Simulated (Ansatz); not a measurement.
A calculation with Ansatz (development build ahead of 0.2.0).

```yaml
crystal:
  periodic: [false, false, false]
  atoms:
    - { symbol: P, position_ang: [-0.04135, -0.0019, 0.02667] }
    - { symbol: H, position_ang: [0.35442, -0.64542, -1.13222] }
    - { symbol: H, position_ang: [0.53721, -0.85015, 0.95336] }
    - { symbol: H, position_ang: [0.90098, 1.01051, 0.04597] }
basis:
  gaussian: { orbitals: def2-SVP }
total_charge: 1
magnetization:
  spin_polarized: true
  initial_magnetization: 1
hamiltonian:
  xc: hf
output:
  forces: true
```

The input is written out in the form of the current development build from the run's settings.

Results

```
Converged                       : yes
Total energy                    : -342.02983 hartree
Spin squared of the determinant : 0.754
Stability test                  : minimum
```

Forces (eV/Å):
| atom | Fx | Fy | Fz |
| --- | --- | --- | --- |
| P1 | 2.220 | -0.555 | -0.247 |
| H2 | -0.933 | -0.198 | -0.785 |
| H3 | -0.789 | -0.374 | 0.884 |
| H4 | -0.497 | 1.126 | 0.148 |
